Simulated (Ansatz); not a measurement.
Geometry optimisation, UKS PBE-D4/6-31G* (Ansatz).

Input file:

```yaml
crystal:
  periodic: [false, false, false]
  atoms:
    - { symbol: B, position_ang: [0.0, 0.0, 0.0] }
    - { symbol: F, position_ang: [0.0, 0.0, 1.57] }
    - { symbol: H, position_ang: [1.0305, 0.0, -0.595] }
    - { symbol: H, position_ang: [-1.0305, 0.0, -0.595] }
    - { symbol: Si, position_ang: [0.0, 0.0, 3.46] }
    - { symbol: H, position_ang: [-0.7436, -1.1581, 3.9474] }
    - { symbol: H, position_ang: [1.3747, -0.0649, 3.9474] }
    - { symbol: H, position_ang: [-0.6311, 1.223, 3.9474] }
magnetization:
  spin_polarized: true
  initial_magnetization: 1
basis:
  gaussian: { orbitals: "6-31G*" }
hamiltonian:
  xc: pbe
  dispersion: d4
relax:
  f_tol: 0.15
  max_steps: 25
  restrain:
    - { distance: [1, 4], at: 2.79, k: 30.0 }
    - { distance: [0, 1], at: 1.32, k: 30.0 }
```

Run as:

```bash
$ ansatz run input.yaml --threads 1 --pin off --max-ram 2048MiB --backend cpu --events-out ev --progress --plain --runs-dir out
```

Question: Where does it end, and by what steps?

Answer: The run converged. The restraints hold the end off the free minimum. After 14 steps the energy has fallen by 1.721 eV (the restraints' own energy left out); H6 moved furthest, 1.13 Å. Parted: F2–Si5 (1.89 → 2.80 Å).

| step | energy less start (eV) | largest force component (eV/Å) | accepted |
| --- | --- | --- | --- |
| 0 | 0.0000 | 1.807 | yes |
| 1 | -0.8661 | 3.615 | yes |
| 2 | -1.0991 | 4.458 | yes |
| 3 | -1.4996 | 0.795 | yes |
| 4 | -1.5439 | 1.363 | yes |
| 5 | -1.6159 | 0.575 | yes |
| 6 | -1.6287 | 0.389 | yes |
| 7 | -1.6464 | 0.347 | yes |
| 8 | -1.6656 | 0.394 | yes |
| 9 | -1.6889 | 0.395 | yes |
| 10 | -1.7022 | 0.604 | yes |
| 11 | -1.7194 | 0.275 | yes |
| 12 | -1.6764 | 0.976 | no |
| 13 | -1.7206 | 0.266 | yes |
| 14 | -1.7213 | 0.289 | yes |

```xyz
8
Properties=species:S:1:pos:R:3
B 0.098 0.129 -0.148
F 0.157 0.529 1.119
H 1.142 -0.036 -0.728
H -0.995 -0.039 -0.631
Si -0.237 -0.335 3.751
H -0.570 -1.006 5.057
H 1.250 -0.277 3.562
H -0.845 1.035 3.701
```

Run time: 42 s on 1 thread of Arm Neoverse V1 (shared host), peak memory 0.15 GiB.
